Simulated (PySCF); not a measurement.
# C4H5F (SMILES CC#CCF): levels of theory compared

Aim: a comparison of 5 runs (HF/3-21G, B3LYP/6-31G*, PBE0/def2-SVP, PBE/6-311G**, B3LYP/def2-SVPD) of C4H5F. Input form: a Python script.

The calculation is run with PySCF 2.14.0.

## Step 1: Starting point

C4H5F has 10 atoms, charge 0, and is taken as a singlet. SMILES: `CC#CCF`. Geometry: relaxed at PBE0-D4/def2-TZVP.

Bond lengths: C1–C2 1.449 Å, C2–C3 1.202 Å, C3–C4 1.450 Å, C4–F5 1.384 Å, C1–H6 1.093 Å, C1–H7 1.093 Å, C1–H8 1.093 Å, C4–H9 1.095 Å, C4–H10 1.095 Å. Some angles: C1–C2–C3 179.5°, C2–C3–C4 179.3°, C3–C4–F5 111.6°, C2–C1–H6 111.2°, C2–C1–H7 110.4°, C2–C1–H8 111.1°, C3–C4–H9 110.6°, C3–C4–H10 110.6°, F5–C4–H9 107.6°, F5–C4–H10 107.6°.

## Step 2: Energy and forces at HF/3-21G (run 1)

File calc.py:

```python
# CC#CCF
import pyscf.grad
from pyscf import gto

molecule = gto.M(
    atom='''
C       -1.262500      -1.628000       0.021700
C       -0.386600      -0.474300       0.004700
C        0.348000       0.476500      -0.008700
C        1.220500       1.633900      -0.026600
F        2.549600       1.272200       0.109900
H       -1.931200      -1.603000       0.885400
H       -0.677200      -2.549300       0.075600
H       -1.873700      -1.671000      -0.883000
H        0.976000       2.314100       0.795400
H        1.120300       2.177800      -0.971200
''',
    verbose=4,
    basis='3-21g',
    max_memory=1860,
)

myscf = molecule.RHF()
myscf.conv_tol = 1e-10
myscf.kernel()
if not myscf.converged:
    myscf = myscf.newton().run(myscf.mo_coeff, myscf.mo_occ)

etot = myscf.e_tot
print('E(%s) = %.9f' % ('HF', etot))
grad = myscf.Gradients().kernel()
myscf.analyze()
```

On the command line:

```sh
OMP_NUM_THREADS=1 python calc.py
```

Standard output:

```text
PySCF version 2.14.0

[... 87 lines left out ...]
DFT Exchange-Correlation Energy =      -32.449682166566248
[... 12 lines left out ...]
MO #11  energy= -0.695874649725137 occ= 2
[... 10 lines left out ...]
MO #22  energy= 0.283678295776178  occ= 0
[... 10 lines left out ...]
MO #33  energy= 0.931726057199616  occ= 0
[... 10 lines left out ...]
MO #44  energy= 1.34225502511891   occ= 0
[... 10 lines left out ...]
MO #55  energy= 4.06137440524077   occ= 0
[... 68 lines left out ...]
Dipole moment(X, Y, Z, Debye): -2.57810, -0.08799, -0.20735
```

Wall time 2.2 s (1 thread of Intel Xeon at 2.70GHz, shared host); peak memory 0.13 GiB.

## Step 3: Energy and gradient at B3LYP/6-31G(d) (Cartesian functions) (run 2)

File job.py:

```python
import pyscf.grad
from pyscf import gto, dft

mol = gto.Mole()
mol.atom = [
    ('C', (-1.262500, -1.628000, 0.021700)),
    ('C', (-0.386600, -0.474300, 0.004700)),
    ('C', (0.348000, 0.476500, -0.008700)),
    ('C', (1.220500, 1.633900, -0.026600)),
    ('F', (2.549600, 1.272200, 0.109900)),
    ('H', (-1.931200, -1.603000, 0.885400)),
    ('H', (-0.677200, -2.549300, 0.075600)),
    ('H', (-1.873700, -1.671000, -0.883000)),
    ('H', (0.976000, 2.314100, 0.795400)),
    ('H', (1.120300, 2.177800, -0.971200)),
]
mol.cart = True
mol.verbose = 4
mol.basis = '6-31g*'
mol.max_memory = 1860
mol.build()

calc0 = dft.RKS(mol)
calc0.xc = 'b3lyp'
calc0.conv_tol = 1e-10
calc0.grids.level = 5
calc0.kernel()
if not calc0.converged:
    calc0 = calc0.newton().run(calc0.mo_coeff, calc0.mo_occ)

e_tot = calc0.e_tot
print('E = %.10f Eh' % e_tot)
grad = calc0.Gradients().kernel()
calc0.analyze()
```

On the command line:

```sh
OMP_NUM_THREADS=1 python job.py
```

Standard output:

```text
PySCF version 2.14.0

[... 106 lines left out ...]
MO #5   energy= -10.177272411457   occ= 2
[... 15 lines left out ...]
MO #21  energy= 0.0554387658969269 occ= 0
[... 15 lines left out ...]
MO #37  energy= 0.693261345524546  occ= 0
[... 15 lines left out ...]
MO #53  energy= 1.40679999895683   occ= 0
[... 15 lines left out ...]
MO #69  energy= 2.16362925251199   occ= 0
[... 15 lines left out ...]
MO #85  energy= 4.78943694493855   occ= 0
[... 98 lines left out ...]
Dipole moment(X, Y, Z, Debye): -2.08393, -0.24817, -0.15435
```

Wall time 31 s (1 thread of Intel Xeon at 2.70GHz, shared host); peak memory 0.86 GiB.

Runs 3 to 4 aren't shown in full; the table further down has their settings and results.

## Step 4: Energy and forces at B3LYP/def2-SVPD (run 5)

File job.py:

```python
from pyscf import gto, dft

system = gto.M(
    atom='''
C     -2.385779    -3.076474     0.041007
C     -0.730568    -0.896297     0.008882
C      0.657625     0.900454    -0.016441
C      2.306411     3.087624    -0.050267
F      4.818046     2.404110     0.207681
H     -3.649439    -3.029231     1.673164
H     -1.279723    -4.817479     0.142863
H     -3.540780    -3.157732    -1.668628
H      1.844373     4.373015     1.503088
H      2.117060     4.115446    -1.835302
''',
    unit='bohr',
    charge=0,
    basis='def2-svpd',
    max_memory=1860,
    verbose=3,
)

mf = dft.RKS(system)
mf.xc = 'b3lyp'
mf.grids.level = 5
mf.conv_tol = 1e-10
mf.kernel()
if not mf.converged:
    mf = mf.newton().run(mf.mo_coeff, mf.mo_occ)

etot = mf.e_tot
print('E(%s) = %.9f' % ('B3LYP', etot))
grad = mf.nuc_grad_method().kernel()
mf.analyze()
```

On the command line:

```sh
OMP_NUM_THREADS=1 python job.py
```

Standard output:

```text
converged SCF energy = -255.032869091574
[... 32 lines left out ...]
MO #23  energy= 0.0348851216472478 occ= 0
[... 23 lines left out ...]
MO #47  energy= 0.332889698762656  occ= 0
[... 23 lines left out ...]
MO #71  energy= 0.659710529131887  occ= 0
[... 23 lines left out ...]
MO #95  energy= 1.29248214155255   occ= 0
[... 23 lines left out ...]
MO #119 energy= 2.07504144240545   occ= 0
[... 23 lines left out ...]
MO #143 energy= 3.88823477461785   occ= 0
[... 11 lines left out ...]
Dipole moment(X, Y, Z, Debye): -2.33913, -0.26231, -0.17377
```

Run time: 71 s. Hardware: 1 thread of Intel Xeon at 2.70GHz, shared host; peak memory 1.6 GiB.

## Step 5: The series

```tsv
run	level	Cartesian functions	integration grid	energy (Eh)	dipole moment (D)	HOMO energy (eV)	LUMO energy (eV)	wall time
1	HF/3-21G	no	–	-252.360190	2.59	-10.35	5.18	2.2 s
2	B3LYP/6-31G* (Cartesian functions)	yes	5	-255.197983	2.10	-6.99	0.79	31 s
3	PBE0/def2-SVP	no	5	-254.724281	2.23	-7.49	0.72	35 s
4	PBE/6-311G**	no	5	-254.963998	2.14	-6.22	-0.38	52 s
5	B3LYP/def2-SVPD	no	5	-255.032869	2.36	-7.41	0.05	71 s
```

## Step 6: Results

| quantity | value |
| --- | --- |
| run 5: total energy | -255.03287 Eh |
| run 5: dipole moment | 2.36 D |
| run 5: HOMO energy | -7.41 eV |
| run 5: LUMO energy | 0.05 eV |
| run 5: HOMO–LUMO gap | 7.46 eV |
| run 5: largest force on an atom | 0.830 eV/Å |

In words: The dipole moment (its size) runs from 2.10 D (B3LYP/6-31G*) to 2.59 D (HF/3-21G). The two ends differ in method and basis. The HOMO–LUMO gap runs from 5.84 eV (PBE/6-311G**) to 15.53 eV (HF/3-21G). Totals of different functionals can't be ranked against each other. All runs together took 3.2 min, the longest 71 s.
